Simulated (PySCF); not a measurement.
All values below come from TPSSh-D3(BJ)/def2-TZVP // BP86-D3(BJ)/def2-SVP (PySCF). Gas-phase values, no solvent. 

Reference species (SMILES): `N` (neutral, multiplicity 1).

The dipole moment is 1.81 D and the HOMO comes out as -6.91 eV.

Changed species: `[C-]#[S+]` (free ligand CS; the reference has free ligand NH3).

What does the change do to the dipole moment and HOMO?

the dipole moment is nearly the same; the HOMO decreases by 1.28 eV, to -8.19 eV.
